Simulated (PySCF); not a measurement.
# AlH3 (SMILES [AlH3]) at 3 levels

Wanted: a comparison of 3 runs (SVWN5/6-31G, UPBE0/6-31G, CCSD(T)/6-31G) of AlH3. Input form: a Python script.

The calculation is run with PySCF 2.14.0.

2 further runs of the same task are left out: 2 set aside as unsound or not needed.

## Step 1: Starting point

AlH3: 4 atoms, total charge 0, spin state singlet. As SMILES, `[AlH3]`. The Al1–H2 distance was set to 1.903 Å, away from the relaxed value.

Bond lengths: Al1–H3 1.586 Å, Al1–H4 1.586 Å. Angles: H3–Al1–H4 120.0°.

## Step 2: The energy at SVWN5/6-31G (run 1)

job.py

```python
from pyscf import gto, dft

mol = gto.M(
    atom='''
Al  -0.110184  -0.151922  -0.262806
H    0.633200   0.670900   1.283600
H   -1.464684  -0.969122  -0.152606
H    0.625516  -0.021422  -1.661606
''',
    verbose=4,
    basis='6-31g',
    spin=0,
    max_memory=1860,
    charge=0,
)

mf = dft.RKS(mol)
mf.xc = 'svwn'
mf.grids.level = 5
mf.conv_tol = 1e-10
mf.kernel()
if not mf.converged:
    mf = mf.newton().run(mf.mo_coeff, mf.mo_occ)

energy = mf.e_tot
print(f'total energy: {energy:.8f} hartree')
```

The run is started by

```
$ OMP_NUM_THREADS=1 python job.py
```

The program printed:

```text
PySCF version 2.14.0

[... 68 lines left out ...]
converged SCF energy = -243.046283949507
total energy: -243.04628395 hartree
```

It took 1.4 s on 1 thread of Arm Neoverse V1, shared host; peak memory 0.14 GiB.

## Step 3: The energy at UPBE0/6-31G (run 2)

run.py

```python
from pyscf import gto, dft

system = gto.M(
    atom='''
Al  -0.110184  -0.151922  -0.262806
H    0.633200   0.670900   1.283600
H   -1.464684  -0.969122  -0.152606
H    0.625516  -0.021422  -1.661606
''',
    charge=0,
    verbose=3,
    basis='6-31g',
    max_memory=1860,
)

mf = dft.UKS(system)
mf.xc = 'pbe0'
mf.grids.level = 5
mf.conv_tol = 1e-10
mf.kernel()
if not mf.converged:
    mf = mf.newton().run(mf.mo_coeff, mf.mo_occ)
for _ in range(3):
    mo, _, stable, _ = mf.stability(return_status=True)
    if stable:
        break
    mf.kernel(mf.make_rdm1(mo, mf.mo_occ))

e_final = mf.e_tot
print('E(%s) = %.9f' % ('PBE0', e_final))
```

The run is started by

```
$ OMP_NUM_THREADS=1 python run.py
```

The program printed:

```text
converged SCF energy = -244.020507865872  <S^2> = 1.836753e-12  2S+1 = 1
<class 'pyscf.dft.uks.UKS'> wavefunction is stable in the internal stability analysis
E(PBE0) = -244.020507866
```

It took 5.7 s on 1 thread of Arm Neoverse V1, shared host; peak memory 0.3 GiB.

## Step 4: The energy at CCSD(T)/6-31G (run 3)

calc.py

```python
from pyscf import gto, scf, cc

mol = gto.M(
    atom=[
    ('Al', (-0.110184, -0.151922, -0.262806)),
    ('H', (0.633200, 0.670900, 1.283600)),
    ('H', (-1.464684, -0.969122, -0.152606)),
    ('H', (0.625516, -0.021422, -1.661606)),
],
    verbose=3,
    basis='6-31g',
    charge=0,
    max_memory=1860,
)

mf = scf.RHF(mol)
mf.conv_tol = 1e-10
mf.kernel()
if not mf.converged:
    mf = mf.newton().run(mf.mo_coeff, mf.mo_occ)

mycc = cc.CCSD(mf, frozen=5)
mycc.kernel()
e_t = mycc.ccsd_t()
energy = mycc.e_tot + e_t
print('Final energy', energy)
```

The run is started by

```
$ OMP_NUM_THREADS=1 python calc.py
```

The program printed:

```text
converged SCF energy = -243.571887339111
E(CCSD) = -243.6353361786979  E_corr = -0.06344883958716593
CCSD(T) correction = -0.0007463363474056
Final energy -243.6360825150453
```

Run time: 0.7 s. Hardware: 1 thread of Arm Neoverse V1, shared host; peak memory 0.1 GiB.

## Step 5: All runs side by side

```
run          level  follow instability  integration grid  energy (Eh)  dipole moment (D) of the reference  HOMO energy (eV)  LUMO energy (eV)  wall time
  1    SVWN5/6-31G                   –                 5  -243.046284                                0.58             -6.93             -2.91      1.4 s
  2    UPBE0/6-31G                 yes                 5  -244.020508                                0.64             -8.10             -1.99      5.7 s
  3  CCSD(T)/6-31G                   –                 –  -243.636083                                0.74            -10.85              0.63      0.7 s
```

## Step 6: Outcome

```
                                          quantity          value
                               run 3: total energy  -243.63608 Eh
       run 3: dipole moment (Hartree–Fock density)         0.74 D
        run 3: HOMO energy (Hartree–Fock orbitals)      -10.85 eV
        run 3: LUMO energy (Hartree–Fock orbitals)        0.63 eV
      run 3: HOMO–LUMO gap (Hartree–Fock orbitals)       11.47 eV
run 3: correlation energy (5 core orbitals frozen)      -64.2 mEh
                             run 3: (T) correction      -0.75 mEh
                              run 3: T1 diagnostic          0.012
```

In words: Totals of different functionals can't be ranked against each other. All runs together took 7.8 s, the longest 5.7 s.
